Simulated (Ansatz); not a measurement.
# H4NPSi: up Jacob's ladder to CCSD(T)

The task here is to estimate one member of a computed series from the others.

Method: functionals in def2-TZVPP, the program's frozen cores in correlated methods; program: Ansatz 0.2.0, Gaussian basis.

The runs, in order: LDA (SPW92), PBE-D4, revPBE-D4, BLYP-D4, r2SCAN-D4, B97M-V, PBE0-D4, B3LYP-D4, r2SCANh-D4, r2SCAN0-D4, HSE06-D4, BHLYP-D4, CAM-B3LYP-D4, LC-ωPBE, ωB97X-V, ωB97M-V, B2PLYP, PBE-QIDH; CCSD(T)/def2-SVP; CCSD(T)/def2-TZVPP; MP2/def2-QZVPP; extrapolation to the limit; RPA on PBE.

## The geometry

All runs share one geometry, relaxed beforehand with PBE0-D4 in a triple-zeta def2 set.

SMILES `N1[SiH2]P1`, 7 atoms, charge 0, spin multiplicity 1.

Atoms are counted from 1 here; the program's logs count them from 0.

Bond lengths: N1–Si2 1.710 Å, N1–P3 1.775 Å, N1–H4 1.007 Å, Si2–P3 2.191 Å, Si2–H5 1.483 Å, Si2–H6 1.479 Å, P3–H7 1.441 Å. Angles: Si2–N1–P3 77.9°, Si2–N1–H4 134.2°, P3–N1–H4 124.0°, N1–Si2–P3 52.4°, N1–Si2–H5 119.3°, N1–Si2–H6 116.6°, P3–Si2–H5 119.1°, P3–Si2–H6 123.9°, H5–Si2–H6 112.5°, N1–P3–Si2 49.7°, N1–P3–H7 101.2°, Si2–P3–H7 91.3°.

The first run:

Contents of in.yaml:

```yaml
crystal:
  periodic: [false, false, false]
  atoms:
    - {symbol: N, position_ang: [-0.793014, -0.713144, 0.091478]}
    - {symbol: Si, position_ang: [-0.048347, 0.821659, 0.215425]}
    - {symbol: P, position_ang: [0.837843, -1.134753, 0.649835]}
    - {symbol: H, position_ang: [-1.280249, -1.198874, -0.643264]}
    - {symbol: H, position_ang: [0.352774, 1.536324, -1.019982]}
    - {symbol: H, position_ang: [-0.579495, 1.733940, 1.251205]}
    - {symbol: H, position_ang: [1.571688, -1.113153, -0.590198]}
basis:
  gaussian: {orbitals: def2-TZVPP}
hamiltonian: {xc: lda}
output: {orbitals: {seedname: orbitals}}
```

On the command line:

```sh
> ansatz run in.yaml --threads 2 --pin off --events-out ev --progress --plain --max-ram 4352MiB
```

Among the steps run: LDA; PBE-D4 (GGA); revPBE-D4 (GGA); BLYP-D4 (GGA); r2SCAN-D4 (meta-GGA); B97M-V (meta-GGA); PBE0-D4 (hybrid); B3LYP-D4 (hybrid); r2SCANh-D4 (hybrid); r2SCAN0-D4 (hybrid); HSE06-D4 (hybrid); BHLYP-D4 (hybrid); CAM-B3LYP-D4 (range-separated); LC-ωPBE (range-separated); ωB97X-V (range-separated); ωB97M-V (range-separated); B2PLYP (double hybrid); PBE-QIDH (double hybrid).

One of the session's tables, all rows but one given; the rest of the session is left out.

It belongs to the step «Frontier levels by functional». 

```
  functional  HOMO (eV)  gap (eV)
 LDA (SPW92)      -5.70      4.05
      PBE-D4      -5.59      4.13
   revPBE-D4      -5.54      4.15
     BLYP-D4      -5.43      4.11
   r2SCAN-D4      -5.80      4.57
      B97M-V      -5.89      4.57
     PBE0-D4      -6.72      6.07
    B3LYP-D4      -6.49      5.66
  r2SCANh-D4      -6.22      5.28
  r2SCAN0-D4      -6.85      6.35
    HSE06-D4      -6.32      5.30
    BHLYP-D4          ?         ?
CAM-B3LYP-D4      -7.96      8.33
     LC-ωPBE      -9.28     10.72
     ωB97X-V      -8.95     10.30
     ωB97M-V      -8.81      9.94
```

Estimate the missing values for BHLYP-D4.

Worked estimate for «HOMO (eV)». Against the share of exact exchange, BLYP-D4 (0, -5.43), B3LYP-D4 (0.2, -6.49) give a slope of -5.30 per unit share; at 0.5 the line stands at -8.08.

As computed: HOMO (eV): -7.69; gap (eV): 7.93. In «HOMO (eV)» the line misses by -0.39.
